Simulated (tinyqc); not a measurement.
Worked calculation: UHF in the sto-6g basis, for H2O, spin multiplicity 1. One step of it, computed by the program tinyqc.

Problem. Iteration 2: building the Fock matrix. J_ij = sum D_kl (ij|kl) with D = D(alpha) + D(beta), K_ij = sum D_kl (ik|jl) for each spin; F = H + J - K(s); E = tr D H + tr D J / 2 - 0.5 sum_s tr D(s) K(s) + E_nn.

D(alpha) after iteration 1:
```
,1O 1s,1O 2s,1O 2px,1O 2py,1O 2pz,2H 1s,3H 1s
1O 1s,1.048243,-0.204216,0.000000,0.000000,0.046187,-0.026724,-0.026724
1O 2s,-0.204216,0.880817,0.000000,0.000000,-0.242586,0.073954,0.073954
1O 2px,0.000000,0.000000,0.791785,-0.345754,0.000000,0.292754,-0.292754
1O 2py,0.000000,0.000000,-0.345754,0.606153,0.000000,0.137421,-0.137421
1O 2pz,0.046187,-0.242586,0.000000,0.000000,0.755629,0.201521,0.201521
2H 1s,-0.026724,0.073954,0.292754,0.137421,0.201521,0.340555,-0.185102
3H 1s,-0.026724,0.073954,-0.292754,-0.137421,0.201521,-0.185102,0.340555
```

D(beta) after iteration 1:
```
,1O 1s,1O 2s,1O 2px,1O 2py,1O 2pz,2H 1s,3H 1s
1O 1s,1.048243,-0.204216,0.000000,0.000000,0.046187,-0.026724,-0.026724
1O 2s,-0.204216,0.880817,0.000000,0.000000,-0.242586,0.073954,0.073954
1O 2px,0.000000,0.000000,0.791785,0.345754,0.000000,-0.292754,0.292754
1O 2py,0.000000,0.000000,0.345754,0.606153,0.000000,0.137421,-0.137421
1O 2pz,0.046187,-0.242586,0.000000,0.000000,0.755629,0.201521,0.201521
2H 1s,-0.026724,0.073954,-0.292754,0.137421,0.201521,0.340555,-0.185102
3H 1s,-0.026724,0.073954,0.292754,-0.137421,0.201521,-0.185102,0.340555
```

core Hamiltonian H = T + V (hartree):
```
,1O 1s,1O 2s,1O 2px,1O 2py,1O 2pz,2H 1s,3H 1s
1O 1s,-32.827490,-7.254497,0.000000,0.000000,-0.011848,-1.046217,-1.046217
1O 2s,-7.254497,-9.051131,0.000000,0.000000,-0.138561,-2.506326,-2.506326
1O 2px,0.000000,0.000000,-7.311858,0.000000,0.000000,0.000000,0.000000
1O 2py,0.000000,0.000000,0.000000,-7.417058,0.000000,-1.576538,1.576538
1O 2pz,-0.011848,-0.138561,0.000000,0.000000,-7.357203,-1.065770,-1.065770
2H 1s,-1.046217,-2.506326,0.000000,-1.576538,-1.065770,-4.271070,-0.722416
3H 1s,-1.046217,-2.506326,0.000000,1.576538,-1.065770,-0.722416,-4.271070
```

Two-electron integrals (ij|kl) in chemists' order, unique and non-zero (hartree):
```
i,j,k,l,(ij|kl)
1,1,1,1,4.787491
2,1,1,1,0.675884
2,1,2,1,0.121505
2,2,1,1,1.117379
2,2,2,1,0.249212
2,2,2,2,0.817383
3,1,3,1,0.025762
3,2,3,1,0.039145
3,2,3,2,0.180664
3,3,1,1,1.117381
3,3,2,1,0.249212
3,3,2,2,0.817382
3,3,3,3,0.880663
4,1,4,1,0.025762
4,2,4,1,0.039145
4,2,4,2,0.180664
4,3,4,3,0.047461
4,4,1,1,1.117381
4,4,2,1,0.249212
4,4,2,2,0.817382
4,4,3,3,0.785741
4,4,4,4,0.880663
5,1,5,1,0.025762
5,2,5,1,0.039145
5,2,5,2,0.180664
5,3,5,3,0.047461
5,4,5,4,0.047461
5,5,1,1,1.117381
5,5,2,1,0.249212
5,5,2,2,0.817382
5,5,3,3,0.785741
5,5,4,4,0.785741
5,5,5,5,0.880663
6,1,1,1,0.102974
6,1,2,1,0.017758
6,1,2,2,0.035672
6,1,3,3,0.035597
6,1,4,1,0.000729
6,1,4,2,0.001430
6,1,4,4,0.035755
6,1,5,1,0.000478
6,1,5,2,0.000939
6,1,5,4,0.000104
6,1,5,5,0.035665
6,1,6,1,0.002645
6,2,1,1,0.270767
6,2,2,1,0.061335
6,2,2,2,0.225353
6,2,3,3,0.221488
6,2,4,1,0.004125
6,2,4,2,0.031485
6,2,4,4,0.229590
6,2,5,1,0.002708
6,2,5,2,0.020671
6,2,5,4,0.005319
6,2,5,5,0.224980
6,2,6,1,0.009030
6,2,6,2,0.080154
6,3,3,1,0.006539
6,3,3,2,0.037706
6,3,4,3,0.006375
6,3,5,3,0.004185
6,3,6,3,0.010815
6,4,1,1,0.171689
6,4,2,1,0.039415
6,4,2,2,0.154365
6,4,3,3,0.147613
6,4,4,1,0.008803
6,4,4,2,0.057623
6,4,4,4,0.165607
6,4,5,1,0.001486
6,4,5,2,0.013076
6,4,5,4,0.007629
6,4,5,5,0.149874
6,4,6,1,0.006043
6,4,6,2,0.066712
6,4,6,4,0.065627
6,5,1,1,0.112720
6,5,2,1,0.025877
6,5,2,2,0.101346
6,5,3,3,0.096913
6,5,4,1,0.001486
6,5,4,2,0.013076
6,5,4,4,0.100357
6,5,5,1,0.007515
6,5,5,2,0.046291
6,5,5,4,0.008635
6,5,5,5,0.106768
6,5,6,1,0.003968
6,5,6,2,0.043799
6,5,6,4,0.035986
6,5,6,5,0.034441
6,6,1,1,0.441250
6,6,2,1,0.101799
6,6,2,2,0.429624
6,6,3,3,0.413460
6,6,4,1,0.008137
6,6,4,2,0.086870
6,6,4,4,0.447344
6,6,5,1,0.005342
6,6,5,2,0.057033
6,6,5,4,0.022246
6,6,5,5,0.428065
6,6,6,1,0.015100
6,6,6,2,0.201857
6,6,6,4,0.191253
6,6,6,5,0.125565
6,6,6,6,0.774999
7,1,1,1,0.102974
7,1,2,1,0.017758
7,1,2,2,0.035672
7,1,3,3,0.035597
7,1,4,1,-0.000729
7,1,4,2,-0.001430
7,1,4,4,0.035755
7,1,5,1,0.000478
7,1,5,2,0.000939
7,1,5,4,-0.000104
7,1,5,5,0.035665
7,1,6,1,0.002600
7,1,6,2,0.008687
7,1,6,4,0.005344
7,1,6,5,0.003822
7,1,6,6,0.014383
7,1,7,1,0.002645
7,2,1,1,0.270767
7,2,2,1,0.061335
7,2,2,2,0.225353
7,2,3,3,0.221488
7,2,4,1,-0.004125
7,2,4,2,-0.031485
7,2,4,4,0.229590
7,2,5,1,0.002708
7,2,5,2,0.020671
7,2,5,4,-0.005319
7,2,5,5,0.224980
7,2,6,1,0.008687
7,2,6,2,0.061724
7,2,6,4,0.036132
7,2,6,5,0.032737
7,2,6,6,0.122711
7,2,7,1,0.009030
7,2,7,2,0.080154
7,3,3,1,0.006539
7,3,3,2,0.037706
7,3,4,3,-0.006375
7,3,5,3,0.004185
7,3,6,3,0.007956
7,3,7,3,0.010815
7,4,1,1,-0.171689
7,4,2,1,-0.039415
7,4,2,2,-0.154365
7,4,3,3,-0.147613
7,4,4,1,0.008803
7,4,4,2,0.057623
7,4,4,4,-0.165607
7,4,5,1,-0.001486
7,4,5,2,-0.013076
7,4,5,4,0.007629
7,4,5,5,-0.149874
7,4,6,1,-0.005344
7,4,6,2,-0.036132
7,4,6,4,-0.013852
7,4,6,5,-0.018809
7,4,6,6,-0.066956
7,4,7,1,-0.006043
7,4,7,2,-0.066712
7,4,7,4,0.065627
7,5,1,1,0.112720
7,5,2,1,0.025877
7,5,2,2,0.101346
7,5,3,3,0.096913
7,5,4,1,-0.001486
7,5,4,2,-0.013076
7,5,4,4,0.100357
7,5,5,1,0.007515
7,5,5,2,0.046291
7,5,5,4,-0.008635
7,5,5,5,0.106768
7,5,6,1,0.003822
7,5,6,2,0.032737
7,5,6,4,0.018809
7,5,6,5,0.025010
7,5,6,6,0.070422
7,5,7,1,0.003968
7,5,7,2,0.043799
7,5,7,4,-0.035986
7,5,7,5,0.034441
7,6,1,1,0.071542
7,6,2,1,0.016363
7,6,2,2,0.064986
7,6,3,3,0.063618
7,6,4,4,0.065004
7,6,5,1,0.001150
7,6,5,2,0.010366
7,6,5,5,0.066335
7,6,6,1,0.002375
7,6,6,2,0.022506
7,6,6,4,0.016386
7,6,6,5,0.013858
7,6,6,6,0.058531
7,6,7,1,0.002375
7,6,7,2,0.022506
7,6,7,4,-0.016386
7,6,7,5,0.013858
7,6,7,6,0.007978
7,7,1,1,0.441250
7,7,2,1,0.101799
7,7,2,2,0.429624
7,7,3,3,0.413460
7,7,4,1,-0.008137
7,7,4,2,-0.086870
7,7,4,4,0.447344
7,7,5,1,0.005342
7,7,5,2,0.057033
7,7,5,4,-0.022246
7,7,5,5,0.428065
7,7,6,1,0.014383
7,7,6,2,0.122711
7,7,6,4,0.066956
7,7,6,5,0.070422
7,7,6,6,0.267047
7,7,7,1,0.015100
7,7,7,2,0.201857
7,7,7,4,-0.191253
7,7,7,5,0.125565
7,7,7,6,0.058531
7,7,7,7,0.774999
```

nuclear repulsion = 7.43905103 hartree

Give: Coulomb J; exchange K(alpha); exchange K(beta); F(alpha); F(beta); total energy of this density.

Solution.

Coulomb J (hartree):
```
,1O 1s,1O 2s,1O 2px,1O 2py,1O 2pz,2H 1s,3H 1s
1O 1s,17.3227,3.0742,0.0000,0.0000,-0.0116,0.4526,0.4526
1O 2s,3.0742,8.0954,0.0000,0.0000,0.0030,2.2268,2.2268
1O 2px,0.0000,0.0000,8.0716,0.0000,0.0000,0.0000,0.0000
1O 2py,0.0000,0.0000,0.0000,8.1116,0.0000,1.5291,-1.5291
1O 2pz,-0.0116,0.0030,0.0000,0.0000,8.1031,1.0097,1.0097
2H 1s,0.4526,2.2268,0.0000,1.5291,1.0097,4.4476,0.6480
3H 1s,0.4526,2.2268,0.0000,-1.5291,1.0097,0.6480,4.4476
```

exchange K(alpha) (hartree):
```
,1O 1s,1O 2s,1O 2px,1O 2py,1O 2pz,2H 1s,3H 1s
1O 1s,4.9008,0.7642,0.0000,0.0000,-0.0001,0.1207,0.1207
1O 2s,0.7642,1.2604,0.0000,0.0000,-0.0802,0.4068,0.4068
1O 2px,0.0000,0.0000,0.9538,-0.1979,0.0000,0.0500,-0.0500
1O 2py,0.0000,0.0000,-0.1979,0.9405,0.0000,0.2837,-0.2837
1O 2pz,-0.0001,-0.0802,0.0000,0.0000,1.0199,0.2019,0.2019
2H 1s,0.1207,0.4068,0.0500,0.2837,0.2019,0.5047,0.0844
3H 1s,0.1207,0.4068,-0.0500,-0.2837,0.2019,0.0844,0.5047
```

exchange K(beta) (hartree):
```
,1O 1s,1O 2s,1O 2px,1O 2py,1O 2pz,2H 1s,3H 1s
1O 1s,4.9008,0.7642,0.0000,0.0000,-0.0001,0.1207,0.1207
1O 2s,0.7642,1.2604,0.0000,0.0000,-0.0802,0.4068,0.4068
1O 2px,0.0000,0.0000,0.9538,0.1979,0.0000,-0.0500,0.0500
1O 2py,0.0000,0.0000,0.1979,0.9405,0.0000,0.2837,-0.2837
1O 2pz,-0.0001,-0.0802,0.0000,0.0000,1.0199,0.2019,0.2019
2H 1s,0.1207,0.4068,-0.0500,0.2837,0.2019,0.5047,0.0844
3H 1s,0.1207,0.4068,0.0500,-0.2837,0.2019,0.0844,0.5047
```

F(alpha) (hartree):
```
,1O 1s,1O 2s,1O 2px,1O 2py,1O 2pz,2H 1s,3H 1s
1O 1s,-20.4056,-4.9444,0.0000,0.0000,-0.0233,-0.7143,-0.7143
1O 2s,-4.9444,-2.2161,0.0000,0.0000,-0.0554,-0.6864,-0.6864
1O 2px,0.0000,0.0000,-0.1941,0.1979,0.0000,-0.0500,0.0500
1O 2py,0.0000,0.0000,0.1979,-0.2460,0.0000,-0.3312,0.3312
1O 2pz,-0.0233,-0.0554,0.0000,0.0000,-0.2740,-0.2580,-0.2580
2H 1s,-0.7143,-0.6864,-0.0500,-0.3312,-0.2580,-0.3282,-0.1588
3H 1s,-0.7143,-0.6864,0.0500,0.3312,-0.2580,-0.1588,-0.3282
```

F(beta) (hartree):
```
,1O 1s,1O 2s,1O 2px,1O 2py,1O 2pz,2H 1s,3H 1s
1O 1s,-20.4056,-4.9444,0.0000,0.0000,-0.0233,-0.7143,-0.7143
1O 2s,-4.9444,-2.2161,0.0000,0.0000,-0.0554,-0.6864,-0.6864
1O 2px,0.0000,0.0000,-0.1941,-0.1979,0.0000,0.0500,-0.0500
1O 2py,0.0000,0.0000,-0.1979,-0.2460,0.0000,-0.3312,0.3312
1O 2pz,-0.0233,-0.0554,0.0000,0.0000,-0.2740,-0.2580,-0.2580
2H 1s,-0.7143,-0.6864,0.0500,-0.3312,-0.2580,-0.3282,-0.1588
3H 1s,-0.7143,-0.6864,-0.0500,0.3312,-0.2580,-0.1588,-0.3282
```

total energy of this density = -75.441400 hartree
